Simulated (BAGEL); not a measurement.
**One shape, several levels: Si2H5F (SMILES F[SiH2][SiH3])**

We compute a comparison of 3 runs (HF/3-21G, HF/cc-pVDZ, B3LYP/6-31G*) of Si2H5F. 

The calculation is run with BAGEL 1.2.2.

1 further run of the same task is left out (it didn't finish).

## 1. The system as given

Si2H5F has 8 atoms, charge 0, and is taken as a singlet. SMILES: `F[SiH2][SiH3]`. The F1–Si2 distance was set to 2.089 Å, away from the relaxed value.

Bond lengths: Si2–Si3 2.343 Å, Si2–H4 1.486 Å, Si2–H5 1.486 Å, Si3–H6 1.487 Å, Si3–H7 1.489 Å, Si3–H8 1.487 Å. Angles: Si2–Si3–H6 110.7°, Si2–Si3–H7 108.2°, Si2–Si3–H8 110.7°, Si3–Si2–H4 111.3°, Si3–Si2–H5 111.3°, H6–Si3–H7 109.0°, H6–Si3–H8 109.2°, H7–Si3–H8 109.0°, H4–Si2–H5 108.9°. A long bond or contact: F1–Si2 2.089 Å.

## 2. The energy at HF/3-21G (density fitting with qzvpp-jkfit) (run 1)

Contents of hf.json:

```json
{ "bagel": [

{
  "title": "molecule",
  "basis": "3-21g",
  "df_basis": "qzvpp-jkfit",
  "angstrom": true,
  "geometry": [
    { "atom": "F", "xyz": [   -2.447168,    1.107608,   -0.050749 ] },
    { "atom": "Si", "xyz": [   -0.575400,    0.581100,   -0.813600 ] },
    { "atom": "Si", "xyz": [    0.633500,   -0.611200,    0.800400 ] },
    { "atom": "H", "xyz": [   -0.798700,   -0.237500,   -2.033900 ] },
    { "atom": "H", "xyz": [    0.125700,    1.834700,   -1.195700 ] },
    { "atom": "H", "xyz": [    0.849500,    0.218200,    2.015100 ] },
    { "atom": "H", "xyz": [    1.955700,   -0.971100,    0.218900 ] },
    { "atom": "H", "xyz": [   -0.082900,   -1.857400,    1.179800 ] }
  ]
},
{
  "title": "hf"
},
{
  "title": "print",
  "file": "orbitals.molden",
  "orbitals": true
}

]}
```

Launch:

```sh
$ BAGEL_NUM_THREADS=1 BAGEL hf.json > hf.out
```

The log of the run:

```text
* using 1 threads per process

  ===============================================================
  ===============================================================

  *** Geometry ***

  { "atom" : "F", "xyz" : [     -4.624477,      2.093076,     -0.095902 ] },
  { "atom" : "Si", "xyz" : [     -1.087348,      1.098120,     -1.537481 ] },
  { "atom" : "Si", "xyz" : [      1.197142,     -1.155001,      1.512537 ] },
[... 4 lines of this table left out ...]
  { "atom" : "H", "xyz" : [     -0.156658,     -3.509977,      2.229499 ] },

  Number of auxiliary basis functions:      423

  Since a DF basis is specified, we compute 2- and 3-index integrals:
    o Being stored without compression. Storage requirement is 0.007 GB

  Number of basis functions:       45
  Number of electrons      :       42

    * METHOD: MOLECULE                             0.13

  *** RHF ***

  === Nuclear Repulsion ===
   139.4550742697

      * DIIS with orbital gradients will be used.

  === RHF iteration (3-21g) ===
      0       -676.39693202          0.02672086           0.03
      1       -676.48452830          0.02065256           0.03
      2       -676.55546842          0.00182429           0.03
[... 9 lines of this table left out ...]
     12       -676.55697689          0.00000001           0.03
    * SCF iteration converged.

    * Permanent dipole moment:
           (   -1.304207,     0.440194,     0.350136) a.u.

    * METHOD: HF                                   0.44

    * METHOD: PRINT                                0.01

  ===============================================================
```

It took 0.74 s on 1 thread of Arm Neoverse V1, shared host.

## 3. The energy at HF/cc-pVDZ (density fitting with qzvpp-jkfit) (run 2)

Contents of calc.json:

```json
{ "bagel" : [

{
  "title" : "molecule",
  "basis" : "cc-pvdz.json",
  "df_basis" : "qzvpp-jkfit",
  "angstrom" : true,
  "geometry" : [
    { "atom" : "F", "xyz" : [   -2.447168,    1.107608,   -0.050749 ] },
    { "atom" : "Si", "xyz" : [   -0.575400,    0.581100,   -0.813600 ] },
    { "atom" : "Si", "xyz" : [    0.633500,   -0.611200,    0.800400 ] },
    { "atom" : "H", "xyz" : [   -0.798700,   -0.237500,   -2.033900 ] },
    { "atom" : "H", "xyz" : [    0.125700,    1.834700,   -1.195700 ] },
    { "atom" : "H", "xyz" : [    0.849500,    0.218200,    2.015100 ] },
    { "atom" : "H", "xyz" : [    1.955700,   -0.971100,    0.218900 ] },
    { "atom" : "H", "xyz" : [   -0.082900,   -1.857400,    1.179800 ] }
  ]
},
{
  "title" : "hf"
},
{
  "title" : "print",
  "file" : "orbitals.molden",
  "orbitals" : true
}

]}
```

The basis set cc-pVDZ is read from a file made from the Basis Set Exchange's data (not shown).

Launch:

```sh
$ BAGEL_NUM_THREADS=1 BAGEL calc.json > calc.out
```

The log of the run:

```text
* using 1 threads per process

  ===============================================================
  ===============================================================

  *** Geometry ***

  { "atom" : "F", "xyz" : [     -4.624477,      2.093076,     -0.095902 ] },
  { "atom" : "Si", "xyz" : [     -1.087348,      1.098120,     -1.537481 ] },
  { "atom" : "Si", "xyz" : [      1.197142,     -1.155001,      1.512537 ] },
[... 4 lines of this table left out ...]
  { "atom" : "H", "xyz" : [     -0.156658,     -3.509977,      2.229499 ] },

  Number of auxiliary basis functions:      423

  Since a DF basis is specified, we compute 2- and 3-index integrals:
    o Being stored without compression. Storage requirement is 0.019 GB

  Number of basis functions:       75
  Number of electrons      :       42

    * METHOD: MOLECULE                             0.16

  *** RHF ***

  === Nuclear Repulsion ===
   139.4550742697

      * DIIS with orbital gradients will be used.

  === RHF iteration (cc-pvdz.json) ===
      0       -680.00740474          0.01423205           0.04
      1       -680.10565480          0.01090923           0.04
      2       -680.19084316          0.00177754           0.04
[... 9 lines of this table left out ...]
     12       -680.19348602          0.00000000           0.04
    * SCF iteration converged.

    * Permanent dipole moment:
           (   -1.495308,     0.507768,     0.393774) a.u.

    * METHOD: HF                                   0.62

    * METHOD: PRINT                                0.01

  ===============================================================
```

It took 0.96 s on 1 thread of Arm Neoverse V1, shared host; peak memory 0.095 GiB.

## 4. The energy at B3LYP/6-31G(d) (density fitting with qzvpp-jkfit, spherical functions) (run 3)

Contents of calc.json:

```json
{ "bagel" : [

{
  "title" : "molecule",
  "basis" : "6-31gs.json",
  "df_basis" : "qzvpp-jkfit",
  "angstrom" : true,
  "geometry" : [
    { "atom" : "F", "xyz" : [      -2.447168,       1.107608,      -0.050749 ] },
    { "atom" : "Si", "xyz" : [      -0.575400,       0.581100,      -0.813600 ] },
    { "atom" : "Si", "xyz" : [       0.633500,      -0.611200,       0.800400 ] },
    { "atom" : "H", "xyz" : [      -0.798700,      -0.237500,      -2.033900 ] },
    { "atom" : "H", "xyz" : [       0.125700,       1.834700,      -1.195700 ] },
    { "atom" : "H", "xyz" : [       0.849500,       0.218200,       2.015100 ] },
    { "atom" : "H", "xyz" : [       1.955700,      -0.971100,       0.218900 ] },
    { "atom" : "H", "xyz" : [      -0.082900,      -1.857400,       1.179800 ] }
  ]
},

{
  "title" : "ks",
  "xc_func" : "b3lyp"
},

{
  "title" : "print",
  "file" : "orbitals.molden",
  "orbitals" : true
}

]}
```

The basis set 6-31G* is read from a file made from the Basis Set Exchange's data (not shown).

Launch:

```sh
$ BAGEL_NUM_THREADS=1 BAGEL calc.json > calc.out
```

The log of the run:

```text
* using 1 threads per process

  ===============================================================
  ===============================================================

  *** Geometry ***

  { "atom" : "F", "xyz" : [     -4.624477,      2.093076,     -0.095902 ] },
  { "atom" : "Si", "xyz" : [     -1.087348,      1.098120,     -1.537481 ] },
  { "atom" : "Si", "xyz" : [      1.197142,     -1.155001,      1.512537 ] },
[... 4 lines of this table left out ...]
  { "atom" : "H", "xyz" : [     -0.156658,     -3.509977,      2.229499 ] },

  Number of auxiliary basis functions:      423

  Since a DF basis is specified, we compute 2- and 3-index integrals:
    o Being stored without compression. Storage requirement is 0.012 GB

  Number of basis functions:       60
  Number of electrons      :       42

    * METHOD: MOLECULE                             0.16

  *** Kohn-Sham DFT ***

    * Removing 12252 points whose weight is below 1.00e-10
    * Grid points: 106996

  === Nuclear Repulsion ===
   139.4550742697

       - DIIS with orbital gradients will be used.

  === KS iteration (b3lyp / 6-31gs.json) ===
      0       -661.55200816          0.13590815           0.25
      1       -641.82583451          0.10525585           0.24
      2       -512.41678981          0.21484884           0.25
[... 24 lines of this table left out ...]
     27       -681.81245944          0.00000001           0.27
    * SCF iteration converged.

    * Permanent dipole moment:
           (   -1.209812,     0.413537,     0.311988) a.u.

    * METHOD: KS                                   8.32

    * METHOD: PRINT                                0.01

  ===============================================================
```

Wall time 8.7 s (1 thread of Arm Neoverse V1, shared host); peak memory 0.33 GiB.

## 5. All runs side by side

| run | level | energy (Eh) | dipole moment (D) | HOMO energy (eV) | LUMO energy (eV) | wall time |
| --- | --- | --- | --- | --- | --- | --- |
| 1 | HF/3-21G (density fitting with qzvpp-jkfit) | -676.556977 | 3.61 | -11.72 | 2.11 | 0.74 s |
| 2 | HF/cc-pVDZ (density fitting with qzvpp-jkfit) | -680.193486 | 4.14 | -11.90 | 1.77 | 0.96 s |
| 3 | B3LYP/6-31G* (density fitting with qzvpp-jkfit, spherical functions) | -681.812459 | 3.35 | -8.33 | -1.81 | 8.7 s |

## 6. Outcome

| quantity | value |
| --- | --- |
| run 3: total energy | -681.81246 Eh |
| run 3: dipole moment | 3.35 D |
| run 3: HOMO energy | -8.33 eV |
| run 3: LUMO energy | -1.81 eV |
| run 3: HOMO–LUMO gap | 6.52 eV |

What this shows: The dipole moment (its size) runs from 3.35 D (B3LYP/6-31G*) to 4.14 D (HF/cc-pVDZ). The two ends differ in method and basis. The HOMO–LUMO gap runs from 6.52 eV (B3LYP/6-31G*) to 13.83 eV (HF/3-21G). All runs together took 10 s, the longest 8.7 s.
